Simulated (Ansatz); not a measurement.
## AlCo$_{3}$ (Pm-3m)

Level of theory: Ansatz 0.2.0, DFT PBEsol, scalar-relativistic, plane waves, PAW.

Cutoff 420 eV; k points 12×12×12 on the computed 4-atom cell (Γ-centred); Gaussian smearing, width 0.10 eV; collinear spin from starting moments 0 1.45 1.45 1.45 μB.

The structure is relaxed at this level of theory with its symmetry kept. Whether it is the stable form of this composition wasn't checked.

```cif
data_structure
_symmetry_space_group_name_H-M 'Pm-3m'
_symmetry_Int_Tables_number 221
_cell_length_a 3.5293
_cell_length_b 3.5293
_cell_length_c 3.5293
_cell_angle_alpha 90.000
_cell_angle_beta 90.000
_cell_angle_gamma 90.000
_cell_volume 43.96
loop_
_atom_site_label
_atom_site_type_symbol
_atom_site_symmetry_multiplicity
_atom_site_Wyckoff_symbol
_atom_site_fract_x
_atom_site_fract_y
_atom_site_fract_z
_atom_site_occupancy
Al1 Al 1 a 0.00000 0.00000 0.00000 1
Co1 Co 3 c 0.50000 0.50000 0.00000 1
```

```
Space group                                                       : Pm-3m (No. 221)
Volume per atom                                                   : 10.99 Å³
Formation energy from the elements' standard states (uncorrected) : -0.174 eV/atom
Kohn–Sham band gap                                                : none (metal)
Density of states at the Fermi level                              : 6.77 states/eV per cell
Löwdin character within 0.5 eV of the Fermi level                 : Co 3d 91 %
Bader charges (e)                                                 : Al (1 in the cell) 1.92, Co (3 in the cell) -0.64
Total moment                                                      : 3.81 μB per cell
Site moments (μB; atoms counted from 1 over the whole cell)       : Al (atom 1) -0.05, Co (atom 2) 1.32, Co (atom 3) 1.32, Co (atom 4) 1.32
```

Only this magnetic start was tried.